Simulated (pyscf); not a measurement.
A first-order saddle from PySCF, ωB97X-D3(BJ)/def2-SVP:

```
Si
O 1 1.6452
H 2 0.9650 1 110.28
O 1 1.6534 2 127.76 3 -100.61
H 4 0.9635 1 114.23 2 -75.21
O 1 1.6628 2 100.20 3 10.28
H 6 0.9627 1 114.48 2 -155.73
F 1 1.8447 2 88.56 3 171.00
H 8 1.2706 1 78.69 2 -114.40
F 9 1.0563 8 132.98 1 -1.71
```

Surface: singlet, charge 0. Lowest wavenumbers (cm⁻¹): 397i, 83, 188, 276, 352.

### Question
Which two sides does it connect, and which bonds change?

### Answer
HO–Si(OH)(OH)–F + hydrogen fluoride (HF) <-> HO–Si(OH)(OH)–F + hydrogen fluoride (HF), a four-centre exchange read from left to right: F–Si, F–H broken and F–Si, F–H formed. At ωB97M-D3(BJ)/def2-TZVP it lies +24.9 kcal/mol from the left side and +24.9 kcal/mol from the right (each side as separated species at their lowest minima found). On the reactant side the descent ends in a complex, 7.3 kcal/mol under the separated species and 32.9 kcal/mol under the saddle at ωB97X-D3(BJ)/def2-TZVP. On the product side the descent ends in a complex, 7.1 kcal/mol under the separated species and 32.7 kcal/mol under the saddle at ωB97X-D3(BJ)/def2-TZVP. The same reactants have a lower exit, to HO–Si(OH)(F)–F + H₂O (barrier +10.4 kcal/mol at ωB97M-D3(BJ)/def2-TZVP, against +24.9 kcal/mol here). One saddle was located; it need not be the lowest between these sides.
